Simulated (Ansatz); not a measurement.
# Si₂H₆ (built from SMILES [SiH2].[SiH4]): single points off equilibrium

The task here is to estimate one member of a computed series from the others.

The runs use Ansatz 0.2.0, Gaussian basis; single points in def2-TZVPP.

Cores are frozen in the correlated methods.

**Where the work starts**

8 atoms, charge 0, spin multiplicity 1.

Atoms are counted from 1 here; the program's logs count them from 0.

Bond lengths: Si1–H2 1.693 Å, Si1–H4 1.464 Å, Si1–H5 1.655 Å, H2–Si3 1.595 Å, Si3–H6 1.490 Å, Si3–H7 1.541 Å, Si3–H8 1.191 Å. Angles: H2–Si1–H4 95.3°, H2–Si1–H5 92.1°, H4–Si1–H5 105.9°, Si1–H2–Si3 126.7°, H2–Si3–H6 99.4°, H2–Si3–H7 108.0°, H2–Si3–H8 120.7°, H6–Si3–H7 96.5°, H6–Si3–H8 126.2°, H7–Si3–H8 102.5°.

Geometry (Å):

```
Si   -1.82570   -0.58120   -0.30520
H    -0.16550   -0.85060   -0.49950
Si    1.02020    0.00710    0.13440
H    -1.78930   -0.56770    1.15830
H    -1.68660    0.99950   -0.77550
H     2.18330   -0.71770   -0.45040
H     1.17760    1.29310   -0.69980
H     0.94020    0.42790    1.24540
```

The first run:

Contents of run/in.yaml:

```yaml
crystal:
  periodic: [false, false, false]
  atoms:
    - {symbol: Si, position_ang: [-1.825700, -0.581200, -0.305200]}
    - {symbol: H, position_ang: [-0.165500, -0.850600, -0.499500]}
    - {symbol: Si, position_ang: [1.020200, 0.007100, 0.134400]}
    - {symbol: H, position_ang: [-1.789300, -0.567700, 1.158300]}
    - {symbol: H, position_ang: [-1.686600, 0.999500, -0.775500]}
    - {symbol: H, position_ang: [2.183300, -0.717700, -0.450400]}
    - {symbol: H, position_ang: [1.177600, 1.293100, -0.699800]}
    - {symbol: H, position_ang: [0.940200, 0.427900, 1.245400]}
basis:
  gaussian: {orbitals: def2-TZVPP}
correlation: {method: ccsd_t}
output: {forces: true}
```

The command line of these runs was not kept.

Among the steps run: CCSD(T)/def2-TZVPP; PBE0-D4/def2-TZVPP; wB97M-V/def2-TZVPP; r2SCAN-D4/def2-TZVPP; PBE-D4/def2-TZVPP; LC-wPBE/def2-TZVPP; BHLYP-D4/def2-TZVPP.

One table of the session follows, with a row left open; its other results are not shown here.

| method | RMS force component (eV/Å) | angle to CCSD(T) forces (°) | dipole (D) |
| --- | --- | --- | --- |
| CCSD(T) | 3.196 | reference | 2.38 |
| PBE0-D4 | 3.163 | 1.8 | 2.23 |
| wB97M-V | 3.152 | 0.8 | 2.33 |
| r2SCAN-D4 | 3.147 | 2.4 | 2.21 |
| PBE-D4 | 3.129 | 3.5 | 2.02 |
| LC-wPBE | 3.207 | 1.1 | 2.55 |
| BHLYP-D4 | ? | ? | ? |

**Question.** Estimate the row for BHLYP-D4.

As computed: RMS force component (eV/Å): 3.181; angle to CCSD(T) forces (°): 1.8; dipole (D): 2.42. In the column «RMS force component (eV/Å)» it lies between PBE0-D4 (3.163) and CCSD(T) (3.196).
